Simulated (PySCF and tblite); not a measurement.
Results of a calculation; reference values are marked as such.
C₄H₇N, numbered as in [CH:1]#[C:2][C@H:3]([CH3:4])[NH2:5].

Free energies: BHandHLYP-D3(BJ)/pcSseg-1 (IEF-PCM, acetone) on GFN2-xTB structures plus GFN2-xTB thermal terms, symmetry and mirror images included. Conformers within 2.5 kcal/mol (GFN2-xTB free energy) were kept, 6 at most. GIAO shieldings: BHandHLYP/pcSseg-1 (IEF-PCM, acetone). Shifts are against TMS (¹H), TMS (¹³C) at the same level. (PySCF 2.14, tblite 0.8.)

Torsions listed: C4–C3–N5–H5.

| conformer | shape | symmetry | E(GFN2) kcal/mol | E(DFT) kcal/mol |
| --- | --- | --- | --- | --- |
| 1 | 180° | C1 | 0.00 | 0.00 |
| 2 | -175° | C1 | 2.09 | 1.17 |
| 3 | 56° | C1 | 1.02 | 0.97 |

Problem. How much do the weights at 298.15 K and the averaged shift of H3 depend on how the conformers are weighted?

Solution. 
| weighting | 1 (%) | 2 (%) | 3 (%) | δ (ppm) | rms dipole (D) |
| --- | --- | --- | --- | --- | --- |
| DFT energy with thermal terms, symmetry and mirror images (full scheme) | 70 | 15 | 15 | 3.67 | 1.36 |
| DFT energy with symmetry and mirror images | 75 | 10 | 14 | 3.64 | 1.30 |
| bare DFT energy | 75 | 10 | 14 | 3.64 | 1.30 |
| GFN2-xTB energy with symmetry and mirror images | 83 | 2 | 15 | 3.59 | 1.20 |
| GFN2-xTB free energy | 81 | 4 | 15 | 3.60 | 1.23 |
| leading conformer alone | 100 | 0 | 0 | 3.55 | 0.89 |
| equal weights | 33 | 33 | 33 | 3.82 | 1.78 |
| full scheme, search stopped after three starts | 83 | 0 | 17 | 3.58 | 1.21 |

The largest departure from the full scheme, 0.15 ppm, comes with: equal weights.
